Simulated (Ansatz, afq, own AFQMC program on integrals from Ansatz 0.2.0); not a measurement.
## WSiH2, septet in def2-SVP, levels against CCSDT(Q)

```
atom   x (Å)    y (Å)    z (Å)
   W  0.0000   0.0000   0.3619
  Si  0.0000   0.0000  -2.1531
   H  0.0000  -1.2230  -3.0031
   H  0.0000   1.2230  -3.0031
```

Connectivity, by distances: W–SiH2.

Basis def2-SVP with its core potentials. Only valence electrons are correlated. Integrals, coupled cluster, full CI and functionals: Ansatz 0.2.0; the random walks run on the same integrals in our own AFQMC program. ph-AFQMC/CISD is guided by a CISD state made of CCSD amplitudes; releasing the constraint for a short imaginary time cuts its bias at the price of noise, slowly where states lie close. Uncertainties: one standard error, sampling alone. No spin–orbit coupling. The metal's outer-core s and p shells are frozen, which shifts wave-function levels against functionals.

Determinant: UHF, the one that the program's search chose, which needn't be the lowest solution. The geometry is a point of a scan.

No full CI on the walks' own integrals is used here; CCSDT(Q) serves as the reference and is uncertain by about the last step of the cluster series.

Cautions: no spin-orbit coupling; outer-core shells of the metal frozen; lower spins were not checked; higher spins were not checked.

```
T1 diagnostic                               : 0.0225
weight of the determinant in the CISD state : 0.877
⟨S²⟩ of the determinant                     : 12.027
size of the correlated space                : 12 electrons in 51 orbitals
```

| level | correlation energy (eV) |
| --- | --- |
| MP2 | -4.3219 |
| CCSD | -5.1618 |
| CCSD(T) | -5.3180 |

(1) Estimate where phaseless AFQMC with the Hartree–Fock trial lies against CCSD(T) on the same integrals.

(1) 0.55 ± 0.37 kcal/mol above CCSD(T). The gap is under twice the noise, so this walk alone can't tell the two apart.

Reference: CCSDT(Q), correlation energy -5.361 eV. The released energy is read at 4.20 1/Eh (meV from the phaseless value at times in 1/Eh: -10 ± 6 at 0.60, -22 ± 3 at 1.20, -25.5 ± 1.9 at 2.00, -24 ± 3 at 3.00, -28 ± 5 at 4.20).

| level | E − E(reference) (kcal/mol) | share of correlation (%) |
| --- | --- | --- |
| CCSD(T) | 1.00 | 99.19 |
| CCSDT | 0.21 | 99.83 |
| ph-AFQMC/HF | 1.55 ± 0.37 | 98.75 |
| ph-AFQMC/CISD | 0.64 ± 0.09 | 99.48 |
| released AFQMC | 0.00 ± 0.11 | 100.00 |

A walk keeps the symmetry of its determinant, which the program's search chose and which needn't be the lowest solution, so a lower state of the same spin and another symmetry isn't excluded. Released energies are given only where the last usable release times agree within the noise; a slower fall can still hide under it.
